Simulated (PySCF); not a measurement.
**C2H4 (ethylene): TPSS/def2-TZVP**

What is the vertical singlet–triplet gap of C2H4 (ethylene) at TPSS/def2-TZVP? The job is set up through a Python script.

The results are computed with PySCF 2.14.0.

1 further run of the same task is left out (set aside as unsound or not needed).

## Step 1: Starting point

C2H4: 6 atoms, total charge 0, spin state singlet. As SMILES, `C=C`. Geometry: relaxed at PBE0-D4/def2-TZVP.

Bond lengths: C1–C2 1.323 Å, C1–H3 1.085 Å, C1–H4 1.085 Å, C2–H5 1.085 Å, C2–H6 1.085 Å. Angles: C1–C2–H5 121.7°, C1–C2–H6 121.7°, C2–C1–H3 121.7°, C2–C1–H4 121.7°, H5–C2–H6 116.7°, H3–C1–H4 116.7°.

## Step 2: The energy at TPSS/def2-TZVP

job.py reads:

```python
from pyscf import gto, dft

mol = gto.M(
    atom='''
C       -0.087440      -0.639940      -0.142820
C        0.087490       0.639940       0.142810
H        0.031980      -1.412740       0.608940
H       -0.357440      -0.969100      -1.140500
H       -0.032090       1.412740      -0.608910
H        0.357510       0.969090       1.140480
''',
    max_memory=1860,
    spin=0,
    basis='def2-tzvp',
    verbose=4,
    charge=0,
)

calc0 = dft.RKS(mol, xc='tpss')
calc0.conv_tol = 1e-10
calc0.grids.level = 5
calc0.kernel()
if not calc0.converged:
    calc0 = calc0.newton().run(calc0.mo_coeff, calc0.mo_occ)

energy = calc0.e_tot
print('Final energy', energy)
```

The run is started by

```bash
$ OMP_NUM_THREADS=1 python job.py
```

Log:

```text
PySCF version 2.14.0

[... 73 lines left out ...]
converged SCF energy = -78.6324826573078
Final energy -78.63248265730776
```

It took 17 s on 1 thread of Arm Neoverse V2, shared host; peak memory 0.47 GiB.

## Step 3: The triplet, same level

run.py reads:

```python
from pyscf import gto, dft

mol = gto.Mole()
mol.atom = '''
C     -0.165238    -1.209311    -0.269891
C      0.165332     1.209311     0.269872
H      0.060433    -2.669692     1.150730
H     -0.675464    -1.831334    -2.155233
H     -0.060641     2.669692    -1.150673
H      0.675596     1.831315     2.155195
'''
mol.max_memory = 1860
mol.verbose = 3
mol.unit = 'bohr'
mol.basis = 'def2-tzvp'
mol.spin = 2
mol.build()

mf = dft.UKS(mol, xc='tpss')
mf.grids.level = 5
mf.conv_tol = 1e-10
mf.kernel()
if not mf.converged:
    mf = mf.newton().run(mf.mo_coeff, mf.mo_occ)

energy = mf.e_tot
print('E(%s) = %.9f' % ('TPSS', energy))
```

The run is started by

```bash
$ OMP_NUM_THREADS=1 python run.py
```

Log:

```text
WARN: HOMO -0.0999649001050464 >= LUMO -0.331132781170588

WARN: HOMO -0.0265989196302066 >= LUMO -0.134790500902316

WARN: HOMO -0.089321061636273 >= LUMO -0.201257687167509

WARN: HOMO -0.0867302834619252 >= LUMO -0.190330198396627

WARN: HOMO -0.086088894939742 >= LUMO -0.189243698701908

WARN: HOMO -0.086149812100448 >= LUMO -0.188955466793722

WARN: HOMO -0.086159456227815 >= LUMO -0.188967853249604

WARN: HOMO -0.0861593539286716 >= LUMO -0.188967959277186

WARN: HOMO -0.0861602547544003 >= LUMO -0.188968889862807

WARN: HOMO -0.0861601681024702 >= LUMO -0.188968783980261

converged SCF energy = -78.4685087876826  <S^2> = 2.0088036  2S+1 = 3.0058633
E(TPSS) = -78.468508788
```

It took 35 s on 1 thread of Arm Neoverse V2, shared host; peak memory 0.48 GiB.

## Step 4: What came out

Level: TPSS/def2-TZVP.

```
                                        quantity         value
                           singlet: total energy  -78.63248 Eh
                          singlet: dipole moment        0.00 D
                            singlet: HOMO energy      -6.75 eV
                            singlet: LUMO energy      -0.69 eV
                          singlet: HOMO–LUMO gap       6.06 eV
                           triplet: total energy  -78.46851 Eh
                          triplet: dipole moment        0.00 D
     triplet: HOMO energy (highest over α and β)      -2.34 eV
                                   triplet: ⟨S²⟩         2.009
vertical energy of the triplet above the singlet      4.462 eV
```

What this shows: At this shape the triplet lies 4.46 eV (103 kcal/mol) above the singlet. Mulliken charges (singlet) run from -0.24 on C1 to +0.12 on H3. Mulliken charges (triplet) run from -0.26 on C1 to +0.13 on H3.
